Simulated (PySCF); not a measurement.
C2H6OP2.
Atom-mapped SMILES: `[O:1]=[P:2]1([PH2:3])[CH2:4][CH2:5]1` (hydrogens: H6, H7 on P3; H8, H9 on C4; H10, H11 on C5)

The same species was optimised twice, with GFN2-xTB and with PBE0-D3(BJ)/def2-SVP (PySCF), and the same property calculations (PySCF, gas phase) were run on both structures.

```tsv
coordinate	GFN2-xTB	PBE0-D3(BJ)/def2-SVP	change
P3–H7 (Å)	1.396	1.428	+0.032
P3–H6 (Å)	1.396	1.428	+0.032
P2–P3 (Å)	2.173	2.195	+0.022
O1=P2 (Å)	1.474	1.496	+0.022
C4–H8 (Å)	1.079	1.095	+0.016
C5–H11 (Å)	1.079	1.095	+0.016
C5–H10 (Å)	1.081	1.095	+0.014
C4–H9 (Å)	1.081	1.095	+0.014
P2–C5 (Å)	1.812	1.798	-0.014
P2–C4 (Å)	1.812	1.799	-0.013
C4–C5 (Å)	1.554	1.549	-0.005
P3–P2–C4 (°)	112.5	106.7	-5.8
P3–P2–C5 (°)	112.5	106.8	-5.7
O1–P2–C4 (°)	122.4	126.0	+3.6
O1–P2–C5 (°)	122.5	126.0	+3.5
P2–P3–H7 (°)	89.7	92.6	+2.9
P2–P3–H6 (°)	89.6	92.5	+2.9
C4–C5–H11 (°)	115.9	118.4	+2.5
O1–P2–P3 (°)	118.5	120.7	+2.2
```

Rotational constants: A = 4784, B = 2563, C = 1965 MHz (GFN2-xTB) against A = 4510, B = 2659, C = 1974 MHz (PBE0-D3(BJ)/def2-SVP). Atoms that the bonding makes alike are paired by their places after alignment.

On the GFN2-xTB structure: lowest singlet, TDDFT (eV) 5.82 [wB97X-D/def2-SVPD]; lowest triplet, Tamm–Dancoff (eV) 5.30 [wB97X-D/def2-SVPD]; isotropic polarisability (au) 75.5 [wB97X-D/def2-SVPD]; HOMO (eV) -9.09 [wB97X-D/def2-SVPD]; LUMO (eV) 1.26 [wB97X-D/def2-SVPD]; dipole (D) 3.45 [wB97X-D/def2-SVPD]; HOMO (eV) -7.17 [PBE0/pcSseg-1]; LUMO (eV) -0.39 [PBE0/pcSseg-1]; dipole (D) 3.04 [PBE0/pcSseg-1]; GIAO shielding of O1 (ppm) 243.1 [PBE0/pcSseg-1]; GIAO shielding of P2 (ppm) 406.2 [PBE0/pcSseg-1]; GIAO shielding of P3 (ppm) 497.1 [PBE0/pcSseg-1]; GIAO shielding of C4/C5 (mean) (ppm) 173.5 [PBE0/pcSseg-1]; O1s of O1 (eV) 536.20 [delta-SCF UKS SCAN, pcX-2 on the ionised atom, pcseg-1 elsewhere, spin-free X2C]; P1s of P2 (eV) 2151.70 [delta-SCF UKS SCAN, pcX-2 on the ionised atom, pcseg-1 elsewhere, spin-free X2C]; P2p of P2 (eV) 138.07 [delta-SCF UKS SCAN, pcX-2 on the ionised atom, pcseg-1 elsewhere, spin-free X2C]; P1s of P3 (eV) 2150.53 [delta-SCF UKS SCAN, pcX-2 on the ionised atom, pcseg-1 elsewhere, spin-free X2C]; P2p of P3 (eV) 137.32 [delta-SCF UKS SCAN, pcX-2 on the ionised atom, pcseg-1 elsewhere, spin-free X2C].

Problem. What do these properties become on the PBE0-D3(BJ)/def2-SVP structure?

Solution. 
```tsv
property	level	on GFN2-xTB	on PBE0-D3(BJ)/def2-SVP	change
lowest singlet, TDDFT (eV)	wB97X-D/def2-SVPD	5.82	5.77	-0.05
lowest triplet, Tamm–Dancoff (eV)	wB97X-D/def2-SVPD	5.30	5.17	-0.13
isotropic polarisability (au)	wB97X-D/def2-SVPD	75.5	76.6	+1.1
HOMO (eV)	wB97X-D/def2-SVPD	-9.09	-9.19	-0.10
LUMO (eV)	wB97X-D/def2-SVPD	1.26	1.21	-0.05
dipole (D)	wB97X-D/def2-SVPD	3.45	3.55	+0.10
energy, GFN2-xTB geometry as zero (kcal/mol)	wB97X-D/def2-SVPD	0.0	-2.0	-2.0
HOMO (eV)	PBE0/pcSseg-1	-7.17	-7.27	-0.10
LUMO (eV)	PBE0/pcSseg-1	-0.39	-0.44	-0.05
dipole (D)	PBE0/pcSseg-1	3.04	3.09	+0.05
energy, GFN2-xTB geometry as zero (kcal/mol)	PBE0/pcSseg-1	0.0	-1.9	-1.9
GIAO shielding of O1 (ppm)	PBE0/pcSseg-1	243.1	252.1	+9.0
GIAO shielding of P2 (ppm)	PBE0/pcSseg-1	406.2	406.1	-0.1
GIAO shielding of P3 (ppm)	PBE0/pcSseg-1	497.1	475.3	-21.8
GIAO shielding of C4/C5 (mean) (ppm)	PBE0/pcSseg-1	173.5	171.5	-2.0
O1s of O1 (eV)	delta-SCF UKS SCAN, pcX-2 on the ionised atom, pcseg-1 elsewhere, spin-free X2C	536.20	536.25	+0.05
P1s of P2 (eV)	delta-SCF UKS SCAN, pcX-2 on the ionised atom, pcseg-1 elsewhere, spin-free X2C	2151.70	2151.74	+0.04
P2p of P2 (eV)	delta-SCF UKS SCAN, pcX-2 on the ionised atom, pcseg-1 elsewhere, spin-free X2C	138.07	138.12	+0.05
P1s of P3 (eV)	delta-SCF UKS SCAN, pcX-2 on the ionised atom, pcseg-1 elsewhere, spin-free X2C	2150.53	2150.53	0.00
P2p of P3 (eV)	delta-SCF UKS SCAN, pcX-2 on the ionised atom, pcseg-1 elsewhere, spin-free X2C	137.32	137.30	-0.02
```

The heavy atoms differ by 0.064 Å rms after alignment (one structure mirrored). Among all bonds P3–H6 and P3–H7 change most and about equally (+0.032 Å). Changes are differences of the printed values. Neither structure is proved a minimum here.

Conformer computed: `[O:1]=[P:2]1([PH2:3])[CH2:4][CH2:5]1`: H–P3–P2–O1 -44°, H–P3–P2–O1 49°.

The pairwise dispersion term of wB97X-D wasn't added to the energies; at a given geometry it leaves orbitals and properties as they are.
